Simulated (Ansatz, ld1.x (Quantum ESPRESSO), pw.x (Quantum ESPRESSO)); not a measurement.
I: one change to the PAW potential, in the atom and in the diamond crystal

ld1.x (Quantum ESPRESSO) 7.5 input, shortened:

```
&input
   title='I', zed=53., rel=1, dft='PBESOL', iswitch=3,
   config='[Kr] 4d10 5s2 5p5 5d-2'
 /
 &inputp
   pseudotype=3, lpaw=.true., tm=.true., lloc=-2, rcloc=1.65,
   nlcc=.true., new_core_ps=.true.,
   which_augfun='PSQ', rmatch_augfun_nc=.true.
 /
5
5S  1  0   2.00   0.00  1.75  1.95  0.0
5S  1  0   0.00  -0.75  1.75  1.95  0.0
5P  2  1   5.00   0.00  1.60  2.25  0.0
5P  2  1   0.00   1.00  1.60  2.25  0.0
5D  3  2  -2.00  -0.20  1.75  2.05  0.0
 &test
   configts(1)='5s2 5p5'
 /
```

Change: core correction none.

Cutoffs, loose and tight: the cutoffs (Ry, on a coarse ladder) from which the occupation-weighted sum of valence levels, in a spherical-Bessel basis at the reference potential, stays within 10 and 1 mRy of its value at 400 Ry. They do not see the model core or the augmentation charge, which bear on the density cutoff. Test errors are all-electron minus pseudo excitation energies from the reference, over the configurations 5s2 5p4; 5s2 5p3; 5s2 5p2; 5s1 5p5; 5s1 5p6; 5s2 5p5.3; 5s2 5p1; variants that change the core or the reference have their own tests.

Crystal test: diamond I in pw.x 7.5, no spin, 8³ k-points, Fermi–Dirac smearing 0.01 Ry, cutoffs set for each file from its atomic test. The reference is all-electron LAPW (Ansatz 0.2.0) with the same functional, mesh and smearing; V0 and B0 come from Birch–Murnaghan fits to the pressures at five volumes. Errors are pseudo minus all-electron; Δ is the rms difference of the E(V) curves that follow from these fits, minima aligned, over ±6 % about the mean V0. Mesh and smearing are coarse, so the numbers serve the comparison and aren't converged zero-temperature values; the lattice is a test structure that the element need not adopt.

All-electron: a0 = 7.702 Å (V0 = 57.11 Å³/atom), B0 = 12.5 GPa.

Task: Does the change bring the crystal closer to the all-electron result?

Result: The mean pressure error goes from +0.03 to +0.08 GPa, so the change moves the solid further from the all-electron pressures.

| quantity | base | changed |
| --- | --- | --- |
| outcome (atom) | generated | generated |
| cutoff, loose (atom) | 10 Ry | 10 Ry |
| cutoff, tight (atom) | 18 Ry | 18 Ry |
| bound ghosts (atom) | none | none |
| largest test error (meV) (atom) | -274 | -255 |
| cutoffs in pw.x (Ry) | 40/320 | 40/320 |
| a0 (Å) | 7.708 | 7.721 |
| a0 error (%) | +0.08 | +0.25 |
| B0 error (%) | +0.2 | -2.6 |
| Δ (meV/atom) | 0.4 | 1.1 |
| mean pressure error (GPa) | +0.03 | +0.08 |

 The atomic cutoffs weigh occupied waves only.
